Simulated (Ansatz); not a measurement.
Ansatz (a quantum-chemistry and plane-wave program) input:

Ansatz 0.2 input:
```yaml
crystal:
  periodic: [false, false, false]
  atoms:
    - {symbol: N, position_ang: [-1.05997366, 0.17565434, 0.10860037]}
    - {symbol: C, position_ang: [0.21644186, 0.32696809, -0.03998556]}
    - {symbol: O, position_ang: [1.07605746, -0.59592755, -0.08974990]}
    - {symbol: H, position_ang: [-1.48450763, -0.74284263, 0.20063411]}
    - {symbol: H, position_ang: [-1.66614008, 0.98767825, 0.13577794]}
    - {symbol: H, position_ang: [0.66335248, 1.33119586, -0.13870204]}
basis:
  gaussian:
    orbitals: cc-pVQZ
hamiltonian:
  xc: pbe
total_charge: 1
magnetization: {spin_polarized: true, initial_magnetization: 1}
correlation: {method: rpa, electrons: outside_noble_gas}
```

Question: What final total energy does it print?

Answer: -169.61859 Eh (RPA@PBE/cc-pVQZ). The basis has 255 functions.
